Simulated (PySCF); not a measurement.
Atom-mapped SMILES (the numbers label the heavy atoms): `[CH3:1][n:2]1[n:3][cH:4][cH:5][n:6]1`. Each H is labelled by its parent atom.

Geometry: PBE0-D3(BJ)/def2-SVP; GIAO shifts from PySCF 2.14, gas phase, non-relativistic, averaged over equivalent atoms.

At PBE0/pcSseg-0 (64 basis functions, 4 s wall time on 1 thread of an Arm Neoverse V1, shared host):
| atoms | δ (ppm) |
| --- | --- |
| C4/C5 | 147.4 |
| C1 | 46.4 |
| N3/N6 | 386.0 |
| N2 | 265.8 |
| H(C4)/H(C5) | 7.55 |
| H(C1) | 4.44 |

Scale: 13C (σ = 193.52 ppm), 1H (σ = 32.83 ppm) against TMS; NH3 for 15N (σ = 266.02 ppm) (reference shieldings calculated alike).

Q: Predict the values at PBE0/aug-cc-pVDZ on the same geometry.

A: 
| atoms | δ at PBE0/aug-cc-pVDZ | change |
| --- | --- | --- |
| C4/C5 | 131.5 | -15.9 |
| C1 | 39.9 | -6.5 |
| N3/N6 | 334.2 | -51.8 |
| N2 | 254.1 | -11.7 |
| H(C4)/H(C5) | 7.64 | +0.09 |
| H(C1) | 4.17 | -0.27 |

δ = σ(ref) − σ, references computed at the same level: 13C (195.12 ppm) and 1H (31.39 ppm) against TMS; NH3 for 15N (269.84 ppm).

The largest change is at N3/N6 (pyridine-type nitrogen of an azole). Cost: 183 basis functions, 14 s wall time on 1 thread of an Arm Neoverse V1, shared host.

Experimental scales use liquid or dissolved standards, which lie at an offset from isolated NH3 (liquid NH3: subtract about 20 ppm). Unscaled 15N shifts of sp2 nitrogen come out 20 to 40 ppm too high even then.
